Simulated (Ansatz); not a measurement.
**LiZn (Fd-3m)**

Computed with DFT PBEsol, scalar-relativistic, plane waves, PAW in Ansatz.

Plane waves to 420 eV, a k mesh through Γ of 12×12×12 on the computed 4-atom cell and Gaussian smearing (0.10 eV); no spin polarisation.

The structure is relaxed at this level of theory with its symmetry kept. Whether it is the stable form of this composition wasn't checked.

```yaml
crystal:
  lattice:
    - [0.00000, 3.02732, 3.02732]
    - [3.02732, 0.00000, 3.02732]
    - [3.02732, 3.02732, 0.00000]
  atoms:
    - { symbol: Li, position: [0.00000, 0.00000, 0.00000] }
    - { symbol: Li, position: [0.25000, 0.25000, 0.25000] }
    - { symbol: Zn, position: [0.50000, 0.50000, 0.50000] }
    - { symbol: Zn, position: [0.75000, 0.75000, 0.75000] }
```

Task: Formation energy from the elements' standard states (uncorrected)?

Result: -0.199 eV/atom.

Task: Density of states at the Fermi level?

Result: 1.22 states/eV per cell.

Task: Bulk modulus?

Result: 48 GPa.

Task: Its pressure derivative?

Result: 4.5.

Task: Bader charges (e)?

Result: Li (2 in the cell) 0.82, Zn (2 in the cell) -0.82.

Cost: 9 runs of about 1.6 core-minutes in all, on Arm Neoverse V1 (shared hosts).